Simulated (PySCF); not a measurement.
## How methods differ on the electron affinity of S

S⁻ [Ne] 3s2 3p5 (2P) → S [Ne] 3s2 3p4 (3P), as a difference of total energies. Computed with PySCF 2.14 in aug-cc-pVTZ-DK (6s5p3d2f, 50 functions), with scalar relativity by spin-free X2C-1e. Correlated levels: valence: [Ne] frozen. The calculations carry no spin-orbit coupling.

```csv
method,electron affinity (eV),error (eV)
UHF,0.876,-1.201
LDA,2.387,+0.310
PBE,2.155,+0.078
PBE0,2.056,-0.021
r2SCAN,2.112,+0.035
CAM-B3LYP,2.148,+0.071
HSE06,2.056,-0.021
LC-wPBE,2.045,-0.032
BHandHLYP,1.938,-0.139
MP2 (valence),1.923,-0.154
SCS-MP2 (valence),1.919,-0.158
```

Reference: 2.077 eV (measured; photodetachment measurements, as compiled on the Wikipedia data page of electron affinities).

Errors of the correlated levels include the incompleteness of this basis and the frozen core.

In the anion the highest occupied orbital energy is positive at LDA, PBE, PBE0, r2SCAN, HSE06, a self-interaction effect; the basis confines that electron, and the energy difference can still be sensible.
